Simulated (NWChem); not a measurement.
Correlation energy of methanethiol (CH₄S)

SMILES: CS
```xyz
6

C      1.0468     0.4733     0.0000
S     -0.5720    -0.3413     0.0000
H      1.1988     1.0855     0.8999
H      1.7951    -0.3313     0.0000
H      1.1988     1.0855    -0.8999
H     -1.3215     0.7816     0.0000
```
Charge 0, spin multiplicity 1.

The numbers come from NWChem runs, not from measurements. All single points use one geometry, from PBE0/def2-SVP, a minimum by its harmonic frequencies.

Basis set: cc-pVTZ. Each correlation energy counts from its own Hartree-Fock reference.

The correlated methods keep 6 core orbitals frozen. Coupled-cluster values serve here as a point of comparison, not as the truth.

Task: Order these methods by the correlation energy they give, lowest first: RI-MP2, SCS-MP2, CCSD, CR-CCSD[T].

Result: CR-CCSD[T] (-410.0 mHa), CCSD (-397.3 mHa), SCS-MP2 (-369.1 mHa), RI-MP2 (-363.7 mHa)
